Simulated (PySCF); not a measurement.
Continuum solvent and chemical shifts

Structure with atom numbers: `[N:1]#[C:2][CH-:3][C:4]#[N:5]`. Hydrogens are named by the atom that carries them.

GIAO PBE0/pcSseg-1 in PySCF on one PBE0-D3(BJ)/def2-SVP conformer, non-relativistic, equivalent nuclei averaged. Solvents enter as an IEF-PCM continuum (chloroform with ε = 4.7, acetone with ε = 20.5) around the gas-phase geometry. Shifts are referred to TMS computed in the same medium.

Gas phase, δ in ppm: C2/C4 135.3, C3 -2.1, H(C3) 0.67. Dipole moment 2.17 D.

Q: How does each δ change in the continuum?

A: 
| atoms | environment | Δδ, chloroform | Δδ, acetone |
| --- | --- | --- | --- |
| C2/C4 | nitrile carbon | +2.6 | +3.6 |
| C3 | carbanion centre | +0.2 | +0.4 |
| H(C3) | hydrogen on a carbanion centre | +0.76 | +1.02 |

Changes are relative to the gas phase. The dipole moment becomes 2.64 D in chloroform, 2.80 D in acetone.

Q: Which of the listed nuclei move most (in ppm), and what does the model miss? (N and O are left out, as their reference compounds move with the solvent too.)

A: C2/C4 (nitrile carbon, +3.6 ppm) in acetone. A continuum only polarises the solute; specific hydrogen bonds, the anisotropy of aromatic solvents and changes of geometry or conformer are outside it, as are counter-ions.
